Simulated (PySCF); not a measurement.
Molecule: SMILES [PH](CC)(=O)CC, C$_{4}$H$_{11}$OP.

Molfile (atoms numbered from 1):
```
C4H11OP
     RDKit          3D

 17 16  0  0  0  0  0  0  0  0999 V2000
   -2.1107    0.3765    0.2658 C   0  0  0  0  0  0  0  0  0  0  0  0
   -1.2906   -0.8618    0.5929 C   0  0  0  0  0  0  0  0  0  0  0  0
    0.4530   -0.8184    0.0655 P   0  0  0  0  0  5  0  0  0  0  0  0
    1.2094   -2.0887    0.2971 O   0  0  0  0  0  0  0  0  0  0  0  0
    1.2071    0.6404    0.8580 C   0  0  0  0  0  0  0  0  0  0  0  0
    2.7026    0.7038    0.5779 C   0  0  0  0  0  0  0  0  0  0  0  0
   -1.7502    1.2637    0.8081 H   0  0  0  0  0  0  0  0  0  0  0  0
   -3.1661    0.2319    0.5408 H   0  0  0  0  0  0  0  0  0  0  0  0
   -2.0823    0.6083   -0.8109 H   0  0  0  0  0  0  0  0  0  0  0  0
   -1.2723   -1.0717    1.6757 H   0  0  0  0  0  0  0  0  0  0  0  0
   -1.7076   -1.7644    0.1161 H   0  0  0  0  0  0  0  0  0  0  0  0
    0.3435   -0.4057   -1.3045 H   0  0  0  0  0  0  0  0  0  0  0  0
    0.6832    1.5520    0.5253 H   0  0  0  0  0  0  0  0  0  0  0  0
    1.0176    0.5304    1.9399 H   0  0  0  0  0  0  0  0  0  0  0  0
    2.9055    0.8673   -0.4922 H   0  0  0  0  0  0  0  0  0  0  0  0
    3.1779    1.5224    1.1381 H   0  0  0  0  0  0  0  0  0  0  0  0
    3.1808   -0.2439    0.8649 H   0  0  0  0  0  0  0  0  0  0  0  0
  1  2  1  0
  2  3  1  0
  3  4  2  0
  3  5  1  0
  5  6  1  0
  1  7  1  0
  1  8  1  0
  1  9  1  0
  2 10  1  0
  2 11  1  0
  3 12  1  0
  5 13  1  0
  5 14  1  0
  6 15  1  0
  6 16  1  0
  6 17  1  0
M  END
```

Geometry PBE0-D3(BJ)/def2-SVP throughout; GIAO in PySCF 2.14, gas phase, one conformer, non-relativistic; equivalent atoms averaged; functional PBE0.

For orientation, 6-31G* gives these shifts δ (against TMS, H3PO4, H2O at the same level): C2/C5 23.1, C1/C6 7.5, P3 17.2, O4 65.5, H12 6.82, H10/H13 1.27, H7/H8/H9/H15/H16/H17 1.03, H11/H14 1.42 ppm.

A run gave: C2/C5 25.8, C1/C6 6.6, P3 9.0, O4 79.4, H12 7.03, H10/H13 1.51, H7/H8/H9/H15/H16/H17 1.04, H11/H14 1.62 ppm (shifts δ (against TMS, H3PO4, H2O at the same level)).

Question: Which basis set was used in that run?
A. STO-3G
B. 6-311+G(2d,p)
C. def2-TZVP
D. def2-SVP
E. 6-31G

Answer: B. O4 tells them apart best: 6-311+G(2d,p) gives 79.4, def2-TZVP gives 89.0, 6-31G gives 51.1, STO-3G gives 38.9, def2-SVP gives 87.9 ppm.
